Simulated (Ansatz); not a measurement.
**Bulk modulus of some hcp solids**

Method: r²SCAN+rVV10 in Ansatz (plane waves, PAW). References are measured values corrected to a static lattice.

Values in GPa.

| solid | reference | r²SCAN+rVV10 | error (%) |
|---|---|---|---|
| hcp Hf | 110 | 112 | +1.8 |
| hcp Mg | 38.6¶ | 40.0 | +3.6 |
| hcp Re | 369 | 396 | +7.3 |
| hcp Ti | 108 | 119 | +10.2 |
| hcp Cd | 53.8§ (50.7–53.8) | 52.1 | -3.2 |
| hcp Co | 193 | 230 | +19.2 |
| hcp Tc | 303 | 328 | +8.3 |
| hcp Tl | 37.4¶ | 36.0 | -3.7 |
| hcp Ru | 318 (318–336) | 347 | +9.1 |
| hcp Y | 41.7 (37.3–41.7) | 41.3 | -1.0 |
| hcp Os | 425 | 438 | +3.1 |
| hcp Zn | 69.7 (64.7–69.7) | 81.6 | +17.1 |

Over these 12 solids the mean error is +6.0 %, the mean absolute error 7.3 % (median 5.5 %), and the worst case hcp Co at +19.2 %; the value is above the reference in 9 of 12 cases.

All these references are brought to a static lattice.

Spin–orbit coupling is left out, also for the solids with elements from indium on (hcp Hf, hcp Re, hcp Tl, hcp Os); its size isn't shown.

§ marks references from which a value of another source on file, of any temperature and not printed here, differs by over 15 %.

¶ marks references of a special kind: hcp Mg, 38.6 GPa (measured, copied from a table, unchecked, extrapolated to 0 K and zero-point effects removed; as tabulated in Lejaeghere et al. (2013), arXiv:1204.2733); hcp Tl, 37.4 GPa (measured, copied from a table, unchecked, extrapolated to 0 K and zero-point effects removed; as tabulated in Lejaeghere et al. (2013), arXiv:1204.2733).

In Ansatz's fits of the non-cubic solids, shape and atoms are relaxed at each volume.

Brackets give the range of the sources taken for a reference, where it is wide; it can hold other temperatures.

Differences are worked out from the printed values.

Each level is taken at its own relaxed cell. Ansatz's density-functional and Hartree–Fock values are scalar-relativistic unless marked +SOC, with PAW data made under PBE.

Ansatz's runs of these crystals have no spin polarisation, but for hcp Co. Meta-GGAs and exact exchange favour moments, which can bear on hcp Ti, hcp Co, hcp Y.

Density-functional runs with spin start from parallel moments for hcp Co.

Not in this set, of the hcp solids with a reference value in our tables and a result at some level: 3 for sources at odds; 1 for a reference at room or unstated temperature. These can be a level's best or worst cases. Solids without a released value at any level aren't counted. Layered and molecular crystals are counted apart. The metals Ce to Yb are counted apart.

References as tabulated in doi:10.1021/acs.jctc.3c00612; Lejaeghere et al. (2013), arXiv:1204.2733.

Ansatz is a program for electronic structure.
